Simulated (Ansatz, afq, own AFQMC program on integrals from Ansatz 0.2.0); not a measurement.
Atomization energy of SiH₂O, triplet

```xyz
4

Si    0.0000    0.0000    0.5550
O     0.0000    0.0000   -1.1214
H     0.0000    1.3319    1.1682
H     0.0000   -1.3319    1.1682
```

Connectivity, by distances: SiH2–O.

Atoms in their ground-state spins without spin–orbit coupling (mostly on UHF) minus the molecule (UHF), without zero-point energy. The geometry is a stationary point, not shown to be a minimum.

Basis cc-pVDZ. Noble-gas cores (and the filled d shells of Ga–Kr and In–Xe) are frozen. AFQMC by an in-house program on the Cholesky factors that Ansatz 0.2.0 writes for its CCSD(T) run. The CISD trial takes its coefficients from CCSD amplitudes. Released means that phaseless walkers are propagated on without the constraint, phases kept. Free projection: walkers drawn from exp(T), propagated without any constraint. Its projection time is finite, and what remains of the start isn't in its error. ± is one standard error of the sampling. The errors of all members are added in quadrature.

No full CI on the walks' own integrals is used here; CCSDT(Q) serves as the reference and is uncertain by about the last step of the cluster series. Each member takes its own surest rung, up to full CI.

The best estimate is CCSD(T) at the basis-set limit (CBS: def2-TZVPP and def2-QZVPP, with their diffuse functions for anions and beside diffuse sets, MP2 extrapolated, CCSD(T) minus MP2 from TZVPP) plus the step from CCSD(T) to CCSDT(Q) in cc-pVDZ. Rows without CBS are in cc-pVDZ, the functionals in def2-TZVP; B2PLYP and the wave-function rows carry a basis error of their own. Core correlation and relativity beyond core potentials are missing, and ± holds the sampling alone.

Cautions: SiH₂O (triplet): lower spins were not checked, its ph-AFQMC/CISD value lies 35 ± 11 meV above CCSDT(Q).

Best estimate: 224.7 kcal/mol.

```json
{"level": "HF", "atomization energy (kcal/mol)": "139.3", "error against the best estimate (kcal/mol)": "-85.4"}
{"level": "MP2", "atomization energy (kcal/mol)": "188.8", "error against the best estimate (kcal/mol)": "-35.9"}
{"level": "CCSD", "atomization energy (kcal/mol)": "188.1", "error against the best estimate (kcal/mol)": "-36.6"}
{"level": "CCSD(T)", "atomization energy (kcal/mol)": "190.5", "error against the best estimate (kcal/mol)": "-34.2"}
{"level": "CCSDT", "atomization energy (kcal/mol)": "190.8", "error against the best estimate (kcal/mol)": "-33.9"}
{"level": "CCSDT(Q)", "atomization energy (kcal/mol)": "191.0", "error against the best estimate (kcal/mol)": "-33.6"}
{"level": "ph-AFQMC/CISD", "atomization energy (kcal/mol)": "190.3 ± 0.3", "error against the best estimate (kcal/mol)": "-34.4 ± 0.3"}
{"level": "released AFQMC", "atomization energy (kcal/mol)": "190.4 ± 0.4", "error against the best estimate (kcal/mol)": "-34.3 ± 0.4"}
{"level": "free AFQMC", "atomization energy (kcal/mol)": "191.1 ± 0.3", "error against the best estimate (kcal/mol)": "-33.6 ± 0.3"}
{"level": "HF/CBS", "atomization energy (kcal/mol)": "156.1", "error against the best estimate (kcal/mol)": "-68.6"}
{"level": "MP2/CBS", "atomization energy (kcal/mol)": "222.6", "error against the best estimate (kcal/mol)": "-2.1"}
{"level": "CCSD(T)/CBS", "atomization energy (kcal/mol)": "224.1", "error against the best estimate (kcal/mol)": "-0.6"}
{"level": "PBE", "atomization energy (kcal/mol)": "230.2", "error against the best estimate (kcal/mol)": "5.5"}
{"level": "r2SCAN", "atomization energy (kcal/mol)": "232.3", "error against the best estimate (kcal/mol)": "7.6"}
{"level": "PBE0", "atomization energy (kcal/mol)": "222.9", "error against the best estimate (kcal/mol)": "-1.8"}
{"level": "B3LYP", "atomization energy (kcal/mol)": "226.2", "error against the best estimate (kcal/mol)": "1.5"}
{"level": "wB97M-V", "atomization energy (kcal/mol)": "225.4", "error against the best estimate (kcal/mol)": "0.7"}
{"level": "B2PLYP", "atomization energy (kcal/mol)": "220.9", "error against the best estimate (kcal/mol)": "-3.8"}
```

Correlation beyond CCSD(T) adds 0.6 kcal/mol. Going to the basis-set limit adds 33.7 kcal/mol at CCSD(T). The perturbative (T) step is worth +2.4 kcal/mol. The functionals spread over 11.4 kcal/mol; wB97M-V and B3LYP come nearest and r2SCAN is 7.6 kcal/mol too high.

Best estimates are given only where the step beyond CCSD(T) is under 0.3 eV and no member's determinant is very poor (T1 over 0.05, or 0.07 for open shells, ⟨S²⟩ too high by 0.3, two states mixed), so the hardest cases are missing from such tables.

The functionals ran in a triple-zeta set and keep a basis error of their own, a few kJ/mol for each bond in atomization energies and more for double hybrids, so close places among them and the extrapolated levels can swap.

CCSDT and higher add their correlation energy to the determinant of the CCSD(T) run, since their own runs factorise the integrals more tightly (a shift of under 2 meV). Free projections are given only where their last times agree within the noise and don't stop above the reference; a slow remainder of the start can still hide under it. Each member of a difference takes its own highest rung, so a best estimate needn't equal the limit plus the step of one row. A walk keeps the symmetry of its determinant, which the program's search chose and which needn't be the lowest solution, so a lower state of the same spin and another symmetry isn't excluded. Released energies are given only where the last usable release times agree within the noise; a slower fall can still hide under it.
